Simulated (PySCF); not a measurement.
Species: C2HN (triplet state).
Numbering: `[CH:1][C:2]#[N:3]` (hydrogens: H4 on C1)

Geometry (GFN2-xTB, Å), atoms numbered from 1 in this order:
```
atom  x, y, z in Å
C1    -0.604   -0.089    0.054
C2     0.543    0.079   -0.469
N3     1.623    0.238   -0.962
H4    -1.553   -0.223    0.483
```

Level of theory: UKS B3LYP, pcH-1 on C H N, non-relativistic, mean-field spin-orbit, GIAO (PySCF 2.14.0). Geometry: GFN2-xTB; no solvent, vibrations or thermal averaging. This triplet need not be the ground state; the singlet was not compared here. Couplings are sensitive to structure, and on GFN2-xTB geometries they can be far from those on DFT ones.

**Question.** Give the principal g shifts and their parts.

**Answer.** 
| Δg (ppm) | 1 | 2 | 3 |
| --- | --- | --- | --- |
| relativistic mass correction | -178 | -178 | -178 |
| gauge correction | 40 | 16 | 16 |
| orbital Zeeman/spin–orbit | 0 | 881 | 881 |
| total | -138 | 719 | 719 |

So g = 2.00218, 2.00304, 2.00304 and g_iso = 2.00275; the tensor is axial. Axes: g1 lies along the molecular axis.

**Question.** At 33.925 GHz, how far is the centre of the isotropic spectrum from where a free electron (g = 2.002319) resonates, zero-field splitting left aside?

**Answer.** B = hν/(g μB) with μB/h = 13.99624 MHz/mT gives 1210.53 mT for the free electron and 1210.27 mT at g_iso, 0.26 mT lower.

**Question.** Average each term over the three axes. Which is largest in size?

**Answer.** The orbital-Zeeman/spin–orbit term 587, the mass correction -178 and the gauge correction 24 ppm, for a total of 433 ppm. The orbital-Zeeman/spin–orbit term is the largest in size. The mass correction is the same along every axis, so the anisotropy comes from the other two: their spans along these axes are 24 (gauge) and 881 ppm (orbital Zeeman/spin–orbit).

The Mulliken spin populations are largest on C1 (+1.49), N3 (+1.03), C2 (-0.46) and H4 (-0.06).

The HOMO–LUMO gaps are 8.80 eV among the α and 6.58 eV among the β orbitals.
